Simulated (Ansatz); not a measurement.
# Relative stability

The two ends of one reaction step of SiNH7O, singlet (PBE0-D4/def2-TZVP).

A:

| atom | x (Å) | y (Å) | z (Å) |
| --- | --- | --- | --- |
| Si1 | 0.1145 | 0.6984 | 0.6001 |
| H2 | 1.3477 | -0.1332 | 0.6281 |
| H3 | -0.0854 | 1.4273 | -0.6703 |
| H4 | -1.0707 | -0.0886 | 1.0348 |
| O5 | 0.3195 | 1.9491 | 1.6830 |
| H6 | -0.1768 | -2.1270 | -0.8793 |
| N7 | -0.2371 | -1.1971 | -1.2755 |
| H8 | 0.4679 | 1.7086 | 2.5977 |
| H9 | -1.1445 | -1.1101 | -1.7166 |
| H10 | 0.4648 | -1.1274 | -2.0021 |

B:

```xyz
10
angstrom
Si -0.7138 0.9065 -0.1602
H 1.6086 -1.9041 1.5538
H -0.9289 2.1770 -0.8935
H -1.9809 0.4175 0.4469
O 0.4052 1.3272 0.9692
H 1.2869 -1.6806 0.9156
N -0.1851 -0.3927 -1.1417
H 0.7730 0.6091 1.4880
H -0.7957 -1.1679 -1.3358
H 0.5305 -0.2920 -1.8422
```

Computed with Ansatz 0.2.0 (basis: def2-TZVPP); correlated methods freeze the cores. B3LYP uses VWN-RPA correlation.

(1) Which structure is lower at CCSD(T), and by how much? (Judge from chemistry; the value comes from the calculation.)

T1 diagnostic: at most 0.011.

## Answers

(1) The calculation gives: B, by 0.322 eV (electronic energy, against the other). By their contacts, A is a complex of SiH₄O ([OH][SiH3]) + NH₃ and B is a complex of SiNH₅O ([NH2][SiH2][OH]) + H₂.

All methods give the same order:

| method | E(B) − E(A) (eV) |
| --- | --- |
| SPW92 | -0.246 |
| PBE-D4 | -0.288 |
| BLYP-D4 | -0.355 |
| r2SCAN-D4 | -0.358 |
| B97M-V | -0.318 |
| PBE0-D4 | -0.291 |
| B3LYP-D4 | -0.349 |
| r2SCAN0-D4 | -0.346 |
| BHLYP-D4 | -0.346 |
| CAM-B3LYP-D4 | -0.352 |
| wB97X-V | -0.325 |
| wB97M-V | -0.327 |
| B2PLYP | -0.351 |
| PBE-QIDH | -0.322 |
| RPA on PBE | -0.292 |
| HF | -0.355 |
| MP2 | -0.382 |
| CCSD | -0.315 |
| CCSD(T) | -0.322 |

Labels in which every atom is bracketed show which atoms are joined, not bond orders.

For scale, one of the runs: CCSD(T)/def2-TZVPP, 202 basis functions (an equivalent command: `ansatz run in.yaml --threads 2`). The run took 31 s on 2 CPU threads (shared host), with 2.7 GiB of host memory at its peak.
